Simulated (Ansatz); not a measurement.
PBE exchange is replaced step by step with exact exchange (0 % is PBE, 25 % PBE0; no dispersion term), basis def2-TZVP, Ansatz. System: the cluster B₂H₃. Total charge 0; doublet. Geometry: B3LYP-D4/def2-TZVP, each spin state at its own.

Geometry of the doublet:

Cartesian coordinates in Å:
```
B 0.121 0.196 0.569
B -0.186 -0.303 -0.877
H -0.418 -0.679 -1.968
H 0.313 1.355 0.791
H 0.170 -0.570 1.485
```

The structure comes from a short search, and lower isomers may exist.

HOMO and LUMO are taken over both spins.

```tsv
exact exchange (%)	HOMO (eV)	LUMO (eV)	gap (eV)	⟨S²⟩	quartet − doublet (kJ/mol)
0	-5.53	-3.97	1.55	0.753	285.3
5	-5.73	-3.75	1.98	0.753	286.5
10	-5.94	-3.54	2.40	0.754	287.6
15	-6.14	-3.32	2.82	0.754	288.8
25	-6.55	-2.89	3.67	0.754	291.3
35	-6.97	-2.47	4.50	0.754	293.8
50	-7.59	-1.84	5.75	0.754	297.7
```
